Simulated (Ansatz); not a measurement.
Z-matrix (Å, degrees):
```
C
C 1 1.329
H 1 1.081 2 120.8
H 1 1.080 2 120.0 3 -180.0
F 2 1.339 1 119.4 3 -0.0
C 2 1.446 1 125.3 3 180.0
C 6 1.329 2 128.6 1 -180.0
H 6 1.083 2 115.8 1 0.0
F 7 1.327 6 124.4 2 0.0
H 7 1.084 6 123.2 2 180.0
```

Charge 0, multiplicity 1.

**Question.** List the ωB97M-V/def2-TZVPP orbital energies in eV (Ansatz 0.2.0). (An estimate is asked.)

**Answer.** Computed: Occupied: -678.24, -677.90, -284.20, -284.17, -282.07, -281.48, -37.47, -37.09, -25.83, -24.01, -20.77, -19.29, -17.93, -17.58, -16.29, -16.23, -15.76, -15.05, -14.14, -13.77, -12.82, -11.53, -9.03. Lowest empty: 1.05, 2.91, 3.78, 4.20, 4.32, 4.44, 5.13, 5.28.
